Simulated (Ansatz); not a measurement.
Density of states of Ta2O5 (Pbam, a = 6.211 Å, b = 7.327 Å, c = 3.788 Å, α = 90.00°, β = 90.00°, γ = 90.00°), in states per eV and primitive cell, averaged over bins of 0.4 eV. The calculation used DFT r2SCAN, scalar-relativistic, plane waves, PAW (Ansatz).

Cutoff 500 eV; k points 6×8×4 on the computed 14-atom cell (Γ-centred); Gaussian smearing, width 0.02 eV; no spin polarisation.

The cell is relaxed at this level. The states (both spins) are summed by tetrahedra on a 9×12×6 mesh at the self-consistent density. Energies are bin centres; the table starts no lower than −8 eV and ends at 6 eV, or lower where the solved bands end.

The gap is 2.69 eV at this level, with the zero inside it.

```csv
E − E_F (eV),total,O 2p,Ta 5d,O 2s,Ta 6s
-7.85,2.66,1.76,0.72,0.01,0.13
-7.45,5.90,4.02,1.46,0.03,0.31
-7.05,12.49,8.55,3.25,0.08,0.44
-6.65,9.09,6.30,2.41,0.08,0.13
-6.25,9.03,6.43,2.20,0.09,0.15
-5.85,8.91,6.53,1.96,0.10,0.16
-5.45,8.77,6.60,1.77,0.11,0.12
-5.05,10.57,8.20,1.96,0.12,0.08
-4.65,9.21,7.43,1.44,0.10,0.04
-4.25,9.77,8.08,1.35,0.10,0.04
-3.85,10.10,8.38,1.42,0.08,0.03
-3.45,9.87,8.70,0.87,0.08,0.03
-3.05,12.68,11.66,0.68,0.09,0.04
-2.65,14.15,13.41,0.46,0.06,0.03
-2.25,11.83,11.44,0.22,0.03,0.01
-1.85,4.02,3.94,0.04,0.01,0.00
-1.45,0.95,0.93,0.00,0.00,0.00
-1.05,0.00,0.00,0.00,0.00,0.00
-0.65,0.00,0.00,0.00,0.00,0.00
-0.25,0.00,0.00,0.00,0.00,0.00
0.15,0.00,0.00,0.00,0.00,0.00
0.55,0.00,0.00,0.00,0.00,0.00
0.95,0.00,0.00,0.00,0.00,0.00
1.35,0.20,0.01,0.18,0.00,0.00
1.75,2.61,0.21,2.32,0.01,0.03
2.15,6.49,0.61,5.59,0.11,0.05
2.55,8.18,0.97,6.78,0.16,0.06
2.95,5.19,0.93,3.97,0.06,0.04
3.35,7.53,1.52,5.49,0.11,0.11
3.75,10.87,2.59,7.54,0.15,0.13
4.15,9.01,2.38,6.05,0.11,0.07
4.55,4.70,1.34,2.95,0.06,0.03
4.95,3.16,0.97,1.86,0.03,0.02
5.35,2.01,0.63,1.11,0.03,0.03
5.75,3.69,0.34,2.16,0.62,0.28
```

The columns after the total are the main Löwdin projections on the occupied valence shells of the potentials; 2 others are left out. The rest of the total lies in those, in shells that are empty in the free atom, which aren't projected, and between the atoms.

Spin-orbit coupling is left out, which matters for the bands of heavy elements.

Whether Ta2O5 exists in this form wasn't checked.

Cost: 1 run of about 26 core-minutes, on Intel Xeon Processor @ 2.50GHz (Skylake/Cascade Lake) (shared hosts).